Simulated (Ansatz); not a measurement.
## In (model structure, started from the bcc type, Im-3m, No. 229, 1 atom in the cell)

Computed with r²SCAN in Ansatz (plane waves, PAW).

Settings: plane-wave cutoff 500 eV, 28×28×28 k mesh, Fermi–Dirac smearing 0.1 eV, scalar-relativistic PAW data made under PBE.

Cell (relaxed at this level):

```cif
data_In
_chemical_formula_sum 'In1'
_space_group_name_H-M_alt 'P 1'
_space_group_IT_number 1
_cell_length_a 3.25826
_cell_length_b 3.25826
_cell_length_c 3.25826
_cell_angle_alpha 109.471
_cell_angle_beta 109.471
_cell_angle_gamma 109.471
loop_
_space_group_symop_operation_xyz
  'x, y, z'
loop_
_atom_site_label
_atom_site_type_symbol
_atom_site_fract_x
_atom_site_fract_y
_atom_site_fract_z
_atom_site_occupancy
In1 In 0.00000 0.00000 0.00000 1
```

| Property | Value |
|---|---|
| band gap | zero (no gap) |

Note: the relaxation could raise the start's symmetry but not lower it, so the cell can be a saddle point.

Spin–orbit coupling is not included.

Computing time: about 70 core-seconds (a rough figure).

A model structure was made by putting elements into a prototype or built by hand; it is no filed structure, need not be a known phase, and can be a saddle point held by its symmetry.

Ansatz is a first-principles code.
